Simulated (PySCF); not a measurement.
Isomers of C2H5O (doublet state), mass 45.034 u with the commonest isotopes. Theory: PBE0-D3(BJ)/def2-SVP geometry optimisation, gas phase in PySCF 2.14.0. One conformer each, none proved a minimum here; rigid rotors.

Question: Order these by rotational constant A, largest first.
A. `CC[O]` [radical]
B. `[CH2:1][CH2:2][OH:3]` (doublet state) with H–C1–C2–O3 -34° and 158°, C1–C2–O3–H -56°
C. `[CH3:1][CH:2][OH:3]` (doublet state) with C1–C2–O3–H -27°

Answer: C (44554 MHz), A (40045 MHz), B (39025 MHz).

Question: Order these by out-of-plane moment Σ m c² = (Ia + Ib − Ic)/2, largest first.
A. `CC[O]` [radical]
B. `[CH2:1][CH2:2][OH:3]` (doublet state) with H–C1–C2–O3 -34° and 158°, C1–C2–O3–H -56°
C. `[CH3:1][CH:2][OH:3]` (doublet state) with C1–C2–O3–H -27°

Answer: A (3.11 u·Å²), B (2.53 u·Å²), C (1.84 u·Å²).

Question: Order these by dipole moment, largest first.
A. `[CH2:1][CH2:2][OH:3]` (doublet state) with H–C1–C2–O3 -34° and 158°, C1–C2–O3–H -56°
B. `[CH3:1][CH:2][OH:3]` (doublet state) with C1–C2–O3–H -27°
C. `C(C)[O]` [radical]

Answer: C (1.99 D), B (1.60 D), A (1.46 D).

```tsv
SMILES	point group	Ia (u·Å²)	Ib (u·Å²)	Ic (u·Å²)	κ	μa (D)	μb (D)	μc (D)
[CH2]CO	–	12.95	50.67	58.55	-0.91	1.08	0.04	0.98
CC[O]	Cs	12.62	52.57	58.97	-0.93	1.57	1.22	0.01
C[CH]O	–	11.34	53.22	60.88	-0.93	1.08	1.18	0.08
```
